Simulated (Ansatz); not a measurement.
Calculated with Ansatz (gas phase, PBE0-D4/def2-TZVP geometries, no zero-point term in ΔE). CCSD(T)/CBS is the MP2 limit (def2-TZVPP, def2-QZVPP) plus CCSD(T) − MP2 in def2-TZVPP, frozen cores. This one scheme is used for every species. Functionals use def2-TZVPP. B3LYP here is the variant with VWN-RPA as its local correlation; programs differ in this. Triplets are unrestricted, without spin–orbit coupling. Each species was taken in one conformer, which may not be the lowest.

Consider the formal loss of a carbene: `NC(O)(F)CO` → `[CH2]` (triplet) + `NC(O)(O)F`.

Q: Is it downhill or uphill in electronic energy at CCSD(T)/CBS, and by how much? (An estimate is asked.)

A: Computed: Uphill: ΔE = +397.3 kJ/mol.

Q: What do these levels give: LDA (SPW92), PBE-D4, B97M-V, PBE0-D4, B3LYP-D4, r2SCAN0-D4, revPBE, BLYP, r2SCAN, PBE0, LC-ωPBE, CCSD/CBS(def2)? (Best estimate.)

A: Computed: LDA (SPW92) 467.0, PBE-D4 401.0, B97M-V 391.4, PBE0-D4 389.6, B3LYP-D4 388.3, r2SCAN0-D4 363.1, revPBE 367.5, BLYP 375.8, r2SCAN 366.8, PBE0 383.7, LC-ωPBE 380.1, CCSD/CBS(def2) 385.6 kJ/mol.

Q: What do rigid-rotor, harmonic-oscillator terms from PBE0-D4/def2-TZVP frequencies (298.15 K, 1 bar) make of the CCSD(T)/CBS value? (Best estimate.)

A: Ansatz gave: ΔZPE = -31.2 kJ/mol, ΔH = +373.0 kJ/mol, ΔS = 169 J/(mol·K), ΔG = +322.8 kJ/mol. Open shells count their whole term as degenerate.

Largest T1 diagnostic among the species: 0.011.

The D4 term adds +10.9 kJ/mol with B3LYP and +5.9 kJ/mol with PBE0; it sums over pairs of atoms, weighted by their polarisabilities, and B3LYP, whose exchange is more repulsive, gets the larger term. At CCSD(T), def2-SVP lies −23.7 kJ/mol from the extrapolated value and def2-TZVPP −12.9 kJ/mol. From r2SCAN to r2SCAN0 (25 % exact exchange), in def2-TZVPP and without D4, ΔE moves by −5.8 kJ/mol.
